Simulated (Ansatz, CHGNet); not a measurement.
For LiTaO3 (R3c, No. 161), the machine-learned potential CHGNet 0.3.0 (trained on PBE and PBE+U data) gives:

- lattice parameter a = 5.210 Å
- c axis length = 13.958 Å

What does PBE-D4 (Ansatz, a program for electronic structure, plane waves, PAW) give for the same quantities?


- lattice constant a: 5.155 Å (shrinks by 1.1 %)
- lattice parameter c: 13.858 Å (decreases by 0.7 %)

Changes are worked out from the printed values.

Unless a cell is named, each level is at its own relaxed cell (CHGNet 0.3.0 10.94, PBE-D4 10.63 Å³/atom).

Levels without +SOC leave out spin–orbit coupling, which shifts energies and cells of such heavy elements.

Ansatz's density-functional and Hartree–Fock values are scalar-relativistic unless marked +SOC, with PAW data made under PBE.
